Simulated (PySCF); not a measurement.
**A diatomic session: SiS**

The task here is to estimate one member of a computed series from the others.

The runs use PySCF 2.14.0; Si x2c-SVPall, S x2c-SVPall, spin-free X2C with a Gaussian nucleus.

The first run:

Settings of the job:

```yaml
atoms: Si, S
charge: 0
basis: Si x2c-SVPall, S x2c-SVPall
Hamiltonian: spin-free X2C with a Gaussian nucleus
basis_functions: 36
electrons_treated: 30
masses_in_u: 27.9769, 31.9721
levels: PBE0, PBE, r²SCAN, B2PLYP, TPSS, LDA, HF, MP2, SCS-MP2, CCSD, CCSD(T)
grid: 80 radial by 434 angular points
occupations: held fixed by the projection of orbital angular momentum
dissociation_limit: Si + S, each in its ground configuration
starting_distance_in_angstrom: 2.100
values_of_2S_to_try: 0, 2, 4
```

Launch:

```
> OMP_NUM_THREADS=1 python dia.py task.json out
```

Steps of the session up to this table: The job; PBE0 along the bond; Other states along the same grid; PBE (GGA); r²SCAN; B2PLYP (double hybrid); TPSS (meta-GGA); LDA (local density); RHF; Correlated methods on the Hartree–Fock reference.

One of the session's tables, all rows but one given; the rest of the session is left out.

Energy (eV) from each level's lowest point:

| R (Å) | RHF | RHF-MP2 | RHF-SCS-MP2 | RHF-CCSD | RHF-CCSD(T) |
| --- | --- | --- | --- | --- | --- |
| 1.672 | 1.589 | 1.831 | 1.824 | n/a | n/a |
| 1.750 | 0.641 | 0.822 | 0.817 | 0.792 | 0.860 |
| 1.827 | 0.148 | 0.262 | 0.258 | 0.241 | 0.285 |
| 1.886 | 0.001 | 0.060 | 0.058 | 0.049 | 0.072 |
| 1.944 | 0.000 | 0.000 | 0.000 | 0.000 | 0.000 |
| 2.002 | ? | ? | ? | ? | ? |
| 2.080 | 0.394 | 0.240 | 0.246 | 0.274 | 0.209 |
| 2.177 | 0.893 | 0.617 | 0.629 | 0.681 | 0.558 |
| 2.294 | 1.617 | 1.190 | 1.209 | 1.292 | 1.085 |
| 2.449 | 2.668 | 2.060 | 2.086 | n/a | n/a |

**Question.** Estimate the row for R (Å) = 2.002.

Worked estimate for «RHF». A straight line through the neighbours (1.944, 0.000) and (2.080, 0.394) gives 0.000 + (0.394 − 0.000) × (2.002 − 1.944) / (2.080 − 1.944) = 0.168; a parabola fitted to 4 rows on both sides gives 0.121.

The run gave: RHF: 0.112; RHF-MP2: 0.049; RHF-SCS-MP2: 0.051; RHF-CCSD: 0.062; RHF-CCSD(T): 0.036. In «RHF» the line misses by +0.056 and the parabola by +0.009.

Lowest PBE0 solution found, without spin–orbit coupling: ¹Σ⁺ (singlet), closed shell. State 2 has its PBE0 minimum 2.90 eV higher. State 3 has its PBE0 minimum 5.42 eV higher. The other levels ran on the lowest alone.

Caveats from the session: Warnings in the runs' records: inverted.
